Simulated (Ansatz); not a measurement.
Ideal-gas functions of `O=CSS` at 400 K and 1 bar, from an Ansatz frequency run at PBE0-D4/def2-TZVP.

Molar mass 94.16 g/mol, point group C1 (symmetry number 1), electronic degeneracy 1, moments of inertia 60.715, 146.489, 203.76 u Å². Harmonic wavenumbers (cm⁻¹, unscaled): 162, 214, 267, 518, 550, 705, 896, 940, 1350, 1818, 2679, 2939.

Use S(trans) = R[1.5 ln M + 2.5 ln T − 1.1517]; rotational temperatures θ = 24.2544 K / I; S(rot) = R[ln(√π/σ · √(T³/θAθBθC)) + 1.5]; for each mode x = 1.438777 ν̃/T, S = R[x/(eˣ − 1) − ln(1 − e⁻ˣ)] and H = RT x/(eˣ − 1); 1 cm⁻¹ = 0.0119627 kJ/mol; R = 8.31446 J/(mol·K).

**Question.** By hand: the entropy, in J/(mol·K).

**Answer.** Translation 171.6. Rotation: θ = 0.3995, 0.1656, 0.119 K, giving 112.1. Vibration, mode by mode: 12.92, 10.69, 8.96, 4.25, 3.88, 2.50, 1.45, 1.28, 0.38, 0.09, 0.01, 0.00, in all 46.4. Electronic 0.0. Sum 330.1 J/(mol·K).

**Question.** By hand: H − E and G − E in kJ/mol, counted from the electronic energy.

**Answer.** Zero-point energy ½ × 13038 × 0.0119627 = 78.0; thermal vibration 10.6; translation, rotation and pV give 4 RT = 13.3. H − E = 101.9 kJ/mol, and G − E = 101.9 − 400 × 330.1/1000 = -30.1 kJ/mol.

Vibration gives 14 % of the entropy. The sum counts one conformer and one mirror image; others add a mixing term.
